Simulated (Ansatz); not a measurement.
**SiNF (quintet): from Hartree-Fock to the top rungs, def2-TZVPP**

One table from this session's results is given with a row withheld; the runs are named, their logs left out.

The runs use Ansatz 0.2.0, Gaussian basis; def2-TZVPP, core rule «outside noble gas», up to 7 orbitals frozen.

Plan: UHF; ROHF; CCSD(T) on UHF.

2 further runs of the same task are left out: 2 set aside as unsound or not needed.

### What is computed

The geometry is a PBE0/def2-TZVP stationary point (not a proven minimum) of the parent state, kept for this charge and spin.

3 atoms, charge 0, spin multiplicity 5.

Atoms are counted from 1 here; the program's logs count them from 0.

Bond lengths: F1–Si3 1.593 Å, N2–Si3 1.670 Å. Angles: F1–Si3–N2 114.3°.

Set-up of the first run:

The input, in.yaml:

```yaml
crystal:
  periodic: [false, false, false]
  atoms:
    - {symbol: F, position_ang: [0.000000, 0.363379, 1.250957]}
    - {symbol: N, position_ang: [0.000000, 0.458595, -1.488424]}
    - {symbol: Si, position_ang: [0.000000, -0.474516, -0.103907]}
basis:
  gaussian: {orbitals: def2-TZVPP}
magnetization: {spin_polarized: true, initial_magnetization: 4}
hamiltonian: {xc: hf}
output: {orbitals: {seedname: orbitals}}
```

Started as:

```
ansatz run in.yaml --threads 1 --pin off --events-out ev --progress --plain --max-ram 2816MiB --backend cpu
```

Steps of the session up to this table: UHF; ROHF; CCSD(T) on UHF.

One of the session's tables, all rows but one given; the rest of the session is left out.

```
  method  from UCCSD(T) (kcal/mol)
    ROHF                   +301.95
     UHF                         ?
    UMP2                    +24.15
   UCCSD                     +9.29
UCCSD(T)                         0
```

**Question.** Estimate the row for UHF.

As computed: from UCCSD(T) (kcal/mol): +297.14. In the column «from UCCSD(T) (kcal/mol)» it lies between UMP2 (+24.15) and ROHF (+301.95).
